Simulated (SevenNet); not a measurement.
# fcc Ni

Computed with the machine-learned potential SevenNet-0 (trained on PBE and PBE+U data).

Cell: relaxed at this level.

| Property | Value |
|---|---|
| equilibrium lattice constant a | 3.505 Å |
| equilibrium volume per atom | 10.76 Å³/atom |
| vacancy formation energy | 1.30 eV |

Measured, for comparison: lattice constant a 3.508 Å, equilibrium volume per atom 10.79 Å³/atom (static lattice: zero-point anharmonic expansion removed; as tabulated in Mejia-Rodriguez and Trickey (2018), arXiv:1807.09216); vacancy formation energy 1.79 eV (no zero-point or thermal correction, monovacancy; as tabulated in Nandi et al. (2010), arXiv:0904.3859). Computed (rounded) less measured: lattice constant a -0.1 %, equilibrium volume per atom -0.3 %, vacancy formation energy -0.49 eV.

A machine-learned potential is trained on density-functional data: it inherits that level's misses and adds fitting errors of its own.
